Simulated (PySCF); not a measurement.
Compound: CH3P.
Geometry (PBE0-D3(BJ)/def2-SVP, Å), atoms numbered from 1 in this order:
```
atom  x, y, z in Å
C1    -0.3840    0.0567   -0.2334
P2     1.0390   -0.7580    0.0614
H3    -0.4652    1.0463   -0.6946
H4    -1.3342   -0.4131    0.0457
H5     1.9378    0.2334   -0.4601
```

Computed with MP2 and CCSD/aug-cc-pVDZ in PySCF, restricted Hartree–Fock reference, frozen core, non-relativistic, gas phase, PBE0-D3(BJ)/def2-SVP geometry.

E(HF) = -380.31418 Eh.

(1) How large is the problem?

(2) What are the MP2 and CCSD correlation energies?

(3) What is the T1 diagnostic?

(4) How does correlation change the dipole moment?

## Answers

(1) 77 basis functions and 24 electrons; 6 orbitals frozen, which leaves o = 6 correlated occupied and v = 65 virtual orbitals. That is o·v = 390 singles and o·v(o·v + 1)/2 = 76245 distinct closed-shell doubles amplitudes before symmetry; the costliest CCSD step grows as o²v⁴ = 6.4 × 10^8.

(2) MP2 -0.2704 Eh and CCSD -0.3021 Eh, which gives totals of -380.58454 and -380.61624 Eh. That is 0.685 eV for each correlated electron at CCSD (793 kJ/mol in all, 0.079 % of the total energy); MP2 gives 89.5 % of the CCSD value.

(3) 0.0144, below the customary warning level of 0.02. It is the norm of the spatial-orbital singles amplitudes over the root of the number of correlated electrons, so the norm is 0.050.

(4) HF gives 1.09 D and CCSD (unrelaxed density) 0.90 D, a change of -0.19 D.

Connected triples and the basis-set limit are missing.

The job also held the EOM ionisation and excitation roots. On Arm Neoverse V1, one thread, on a shared host, this took 39 s of wall time and 0.47 GiB of memory at its peak.
